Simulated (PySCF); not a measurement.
**AlHOH: doublet, from a linear start**

Where does doublet AlHOH go from a linear start, is the end point a minimum, and what are its modes, charges and moments?

Method: PBE0, basis Al def2-TZVP, H def2-TZVP, O def2-TZVP, no relativity, density fitting; program: PySCF 2.14.0.

## 1. Where the work starts

4 atoms, charge 0, spin multiplicity 2.

Bond lengths: Al1–H2 1.580 Å, Al1–O3 1.890 Å, O3–H4 0.960 Å. Angles: H2–Al1–O3 180.0°, Al1–O3–H4 130.0°.

Coordinates in bohr (charge 0 multiplicity 2):
```
Al    0.0000    0.0000    0.0000
H     0.0000    0.0000    2.9858
O     0.0000    0.0000   -3.5716
H     1.3897    0.0000   -4.7377
```

## 2. First SCF at the start

One driver script runs all steps and calls PySCF; scf.py shows how it sets up the SCF of each step. The optimiser is the driver's own. After this first run the driver tries any further starts and a stability analysis.

scf.py reads:

```python
from pyscf import gto, scf, dft
mol = gto.M(atom='''
Al     0.000000     0.000000     0.000000
H      0.000000     0.000000     1.580000
O      0.000000     0.000000    -1.890000
H      0.735400     0.000000    -2.507100''',
    basis={'Al': 'def2-TZVP', 'H': 'def2-TZVP', 'O': 'def2-TZVP'},
    charge=0, spin=1)
mf = dft.UKS(mol, xc='PBE0')
mf.grids.atom_grid = (50, 194)
aux = {'Al': 'def2-universal-JKFIT', 'H': 'def2-universal-JKFIT', 'O': 'def2-universal-JKFIT'}
mf = mf.density_fit(auxbasis=aux)
mf.conv_tol = 1e-08
mf.diis_space = 10
mf.max_cycle = 60
mf.init_guess = 'minao'
mf.verbose = 4
mf.kernel()
```

Launch:

```bash
$ OMP_NUM_THREADS=2 python axn.py task.json out
```

What it wrote:

```text
init E= -318.528114761093
[... the frontier-level lines of each cycle are left out ...]
cycle= 1 E= -318.495927136345  delta_E= 0.0322  |g|= 0.606  |ddm|= 1.38
cycle= 2 E= -316.763863142445  delta_E= 1.73  |g|= 1.89  |ddm|= 1.35
cycle= 3 E= -318.637418763255  delta_E= -1.87  |g|= 0.0858  |ddm|= 1.15
cycle= 4 E= -318.643518829978  delta_E= -0.0061  |g|= 0.0393  |ddm|= 0.229
cycle= 5 E= -318.64433174682  delta_E= -0.000813  |g|= 0.00963  |ddm|= 0.0367
cycle= 6 E= -318.644397221428  delta_E= -6.55e-05  |g|= 0.0026  |ddm|= 0.0198
cycle= 7 E= -318.644410231957  delta_E= -1.3e-05  |g|= 0.000953  |ddm|= 0.00836
cycle= 8 E= -318.644417931573  delta_E= -7.7e-06  |g|= 0.000707  |ddm|= 0.00999
cycle= 9 E= -318.644421567101  delta_E= -3.64e-06  |g|= 0.000383  |ddm|= 0.00806
cycle= 10 E= -318.644422729631  delta_E= -1.16e-06  |g|= 0.000127  |ddm|= 0.00646
cycle= 11 E= -318.644422783634  delta_E= -5.4e-08  |g|= 3e-05  |ddm|= 0.00125
cycle= 12 E= -318.644422787993  delta_E= -4.36e-09  |g|= 7.95e-06  |ddm|= 0.00038
Extra cycle  E= -318.644422788143  delta_E= -1.5e-10  |g|= 4.77e-06  |ddm|= 2.93e-05
converged SCF energy = -318.644422788143  <S^2> = 0.75601669  2S+1 = 2.0060077
```

This step, with its further starts and checks, needed 2.9 s of wall time on 2 threads of Arm Neoverse V1, shared host.

No lower solution of this spin turned up in the test of internal stability.

## 3. Relaxation: linear start, doublet

The program finds Cs symmetry in the start, which this walk keeps. Threshold on the gradient: 0.0003 Eh/bohr, with a further test on the energy change.

Edit scf.py of step 2 so:

```diff
@@ -3,4 +3,4 @@
-Al     0.000000     0.000000     0.000000
-H      0.000000     0.000000     1.580000
-O      0.000000     0.000000    -1.890000
-H      0.735400     0.000000    -2.507100''',
+Al    -0.016473     0.000000     0.692671
+H     -0.016473     0.000000     2.272671
+O     -0.016473     0.000000    -1.197329
+H      0.718927     0.000000    -1.814429''',
@@ -16 +15,0 @@
-mf.init_guess = 'minao'
```

Energy and gradient, step by step:

```
step  energy (Eh)  change (kJ/mol)  largest symmetric gradient (Eh/bohr)
   0  -318.644423             0.00                               0.07361
   1  -318.661717           -45.41                               0.03305
   2  -318.674852           -79.89                               0.08053
   3  -318.679961           -93.31                               0.03536
   4  -318.683603          -102.87                               0.02670
   5  -318.692427          -126.04                               0.02842
   6  -318.695599          -134.36                               0.02025
   7  -318.697615          -139.66                               0.01192
   8  -318.698045          -140.78                               0.00849
   9  -318.698269          -141.37                               0.00947
  10  -318.698454          -141.86                               0.00642
  11  -318.698669          -142.42                               0.00488
  12  -318.698725          -142.57                               0.00185
  13  -318.698732          -142.59                               0.00348
  14  -318.698752          -142.64                               0.00024
  15  -318.698752          -142.64                               0.00001
```

The walk took 15 s.

Geometry (Å) and forces (eV/Å) at some steps:

```
step 0
Al  -0.016   0.000   0.693  -0.778   0.000  -3.785
H   -0.016   0.000   2.273   0.458   0.000   1.227
O   -0.016   0.000  -1.197   0.141   0.000   2.550
H    0.719   0.000  -1.814   0.179   0.000   0.008
step 1
Al  -0.108   0.000   0.617  -1.699   0.000  -1.661
H    0.048   0.000   2.256   0.944   0.000   0.157
O   -0.012   0.000  -1.156   0.934   0.000   1.316
H    0.741   0.000  -1.763  -0.178   0.000   0.188
step 8
Al  -0.609   0.000   0.556  -0.222   0.000   0.086
H    0.385   0.000   1.798   0.172   0.000   0.211
O    0.013   0.000  -1.001   0.072   0.000  -0.436
H    0.880   0.000  -1.400  -0.021   0.000   0.139
step 15
Al  -0.628   0.000   0.539  -0.001   0.000  -0.001
H    0.431   0.000   1.755  -0.002   0.000   0.000
O   -0.031   0.000  -1.053   0.001   0.000  -0.001
H    0.897   0.000  -1.288   0.002   0.000   0.001
```

End point (Cs, 15 steps, 142.6 kJ/mol gained): Al–H 1.613 Å, Al–O 1.700 Å, O–H 0.957 Å; Al–O–H 124.8°, H–Al–O 118.4°.

## 4. Hessian and properties

The point is checked on the finer grid, and tightened if its gradient asks for it. The Hessian and the dipole derivatives come from central differences of analytic gradients, with steps of 0.02 bohr.

Edit scf.py of step 3 so:

```diff
@@ -3,4 +3,4 @@
-Al    -0.016473     0.000000     0.692671
-H     -0.016473     0.000000     2.272671
-O     -0.016473     0.000000    -1.197329
-H      0.718927     0.000000    -1.814429''',
+Al    -0.270033     0.000000     0.579340
+H      0.788386     0.000000     1.796351
+O      0.327038     0.000000    -1.011914
+H      1.254613     0.000000    -1.247177''',
@@ -10 +10 @@
-mf.grids.atom_grid = (50, 194)
+mf.grids.atom_grid = (75, 302)
@@ -13 +13 @@
-mf.conv_tol = 1e-08
+mf.conv_tol = 1e-10
```

This SCF starts from the last density.

SCF at the final geometry:

```text
init E= -318.698757216625
[... the frontier-level lines of each cycle are left out ...]
cycle= 1 E= -318.698757216624  delta_E= 1.93e-12  |g|= 2.92e-07  |ddm|= 9.35e-07
Extra cycle  E= -318.698757216625  delta_E= -1.36e-12  |g|= 2.82e-07  |ddm|= 5.1e-07
converged SCF energy = -318.698757216625  <S^2> = 0.7530631  2S+1 = 2.0030608
```

The whole step took 34 s.

Geometry: Cs; Al–H 1.613 Å, Al–O 1.700 Å, O–H 0.957 Å; Al–O–H 124.8°, H–Al–O 118.4°.

Harmonic modes (main isotopes):

| symmetry | ω (cm⁻¹) | IR (km/mol) |
| --- | --- | --- |
| a'' | 373 | 148 |
| a' | 486 | 149 |
| a' | 639 | 106 |
| a' | 843 | 95.0 |
| a' | 1778 | 189 |
| a' | 3935 | 61.8 |

No imaginary mode, so this is a minimum.

Properties at this point:

```yaml
Dipole_moment: 0.89 D
Highest_occupied_level: -5.75 eV
Lowest_empty_level: -2.20 eV
Rotational_constants: 6.681, 0.5014, 0.4664 cm⁻¹
Zero-point_energy: 48.2 kJ/mol
Principal_polarisabilities: 36.3, 38.5, 40.7 bohr³
Atomisation_energy_without_zero-point_energy: 1127 kJ/mol
Principal_traceless_quadrupole_moments_about_the_centre_of_mass: -6.44, 2.73, 3.71 D Å
Entropy_at_298.15_K_and_1_bar_electronic_part_spin_only: 253.7 J/(mol K)
Heat_capacity_Cp_at_298.15_K: 51.5 J/(mol K)
Enthalpy_at_298.15_K_above_0_K: 11.96 kJ/mol
Rotational_symmetry_number: 1
Spin_squared_⟨S²⟩: 0.753
```

Populations by atom (charges in e):

| atom | Mulliken | Löwdin | polar tensor | spin (Mulliken) | Mayer order to Al1 |
| --- | --- | --- | --- | --- | --- |
| Al1 | 0.33 | 0.11 | 0.76 | 0.81 | – |
| H2 | -0.09 | -0.11 | -0.26 | 0.17 | 0.91 |
| O3 | -0.55 | -0.16 | -0.79 | 0.00 | 1.19 |
| H4 | 0.31 | 0.17 | 0.29 | 0.02 | 0.05 |

Mulliken populations on Al1: s 5.25, p 7.13, d 0.25, f 0.04.

## 5. Outcome

| quantity | value |
| --- | --- |
| minimum | doublet, Cs |
| geometry | Al–H 1.613 Å, Al–O 1.700 Å, O–H 0.957 Å; Al–O–H 124.8°, H–Al–O 118.4° |
| wavenumbers (cm⁻¹) | 373 (a''), 486 (a'), 639 (a'), 843 (a'), 1778 (a'), 3935 (a') |
| dipole moment | 0.89 D |
| highest occupied, lowest empty level (either spin) | -5.75, -2.20 eV |
| polar-tensor charge of Al1 | +0.76 e |
| zero-point energy | 48.2 kJ/mol |
| entropy at 298.15 K | 253.7 J/(mol K) |
| atomisation energy (no zero-point energy) | 1127 kJ/mol |
| ⟨S²⟩ | 0.753 |

**Reading.** The molecule stays Cs, as typed, and the end point is a minimum. In the infrared the band at 1778 cm⁻¹ (a') leads. Most of the spin sits on Al1 (Mulliken spin 0.81, against 1 for the whole molecule). Other starts or spin states, not run here, may lie lower.

The search up to here took 52 s.
